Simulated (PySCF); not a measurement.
# SO₃⁻: structure of the doublet

Aim: relax SO₃⁻ as a doublet from a trigonal pyramidal start, check by its vibrations whether the end is a minimum, and collect its spectrum and constants.

Method: PBE0, basis S def2-SVPD, O def2-SVPD, no relativity, density fitting; program: PySCF 2.14.0.

## (1) Starting geometry

4 atoms, charge -1, spin multiplicity 2.

Bond lengths: S1–O2 1.510 Å, S1–O3 1.510 Å, S1–O4 1.510 Å. Angles: O2–S1–O3 99.8°, O2–S1–O4 99.8°, O3–S1–O4 99.8°.

```xyz
4
charge -1 multiplicity 2
S     0.0000    0.0000   -0.4254
O     1.3332    0.0000    0.2835
O    -0.6666    1.1546    0.2835
O    -0.6666   -1.1546    0.2835
```

## (2) Trigonal pyramidal start, doublet: relaxation

The steps below are one call of a driver around PySCF. For each, scf.py gives the equivalent set-up of the SCF; relaxations use the driver's own optimiser. Before each start the driver seeks the lowest SCF state from one or more starting densities and follows internal instabilities, so scf.py alone need not reach the same state.

The program finds C3v symmetry in the start, which this walk keeps. Threshold on the gradient: 0.0003 Eh/bohr, with a further test on the energy change.

scf.py reads:

```python
from pyscf import gto, scf, dft
mol = gto.M(atom='''
S      0.000000     0.000000    -0.425434
O      1.333242     0.000021     0.283466
O     -0.666640     1.154611     0.283466
O     -0.666603    -1.154632     0.283465''',
    basis={'S': 'def2-SVPD', 'O': 'def2-SVPD'},
    charge=-1, spin=1)
mf = dft.UKS(mol, xc='PBE0')
mf.grids.atom_grid = (50, 194)
aux = {'S': 'def2-universal-JKFIT', 'O': 'def2-universal-JKFIT'}
mf = mf.density_fit(auxbasis=aux)
mf.kernel()
```

Further steps of the session: Vibrations and properties at this point.

**Question.** What will these runs give? Wanted: minimum; geometry; wavenumbers; dipole moment; highest occupied, lowest empty level; polar-tensor charge of S1; zero-point energy; ⟨S²⟩.

The runs gave:

```
                                          quantity                                  value
                                           minimum                           doublet, C3v
                                          geometry    S–O 1.505 Å (×3); O–S–O 113.8° (×3)
                                wavenumbers (cm⁻¹)  449 (e), 553 (a1), 955 (a1), 1122 (e)
                    dipole moment (centre of mass)                                 1.03 D
highest occupied, lowest empty level (either spin)                         -1.41, 2.13 eV
                         polar-tensor charge of S1                                +1.43 e
                                 zero-point energy                            27.8 kJ/mol
                               entropy at 298.15 K                        270.9 J/(mol K)
                                              ⟨S²⟩                                  0.755
```

In words: The trigonal pyramidal start keeps its C3v symmetry and ends in a minimum. The strongest infrared band lies at 1122 cm⁻¹ (e, stretch). Most of the spin sits on S1 (Mulliken spin 0.56, against 1 for the whole molecule). Other starts or spin states, not run here, may lie lower.
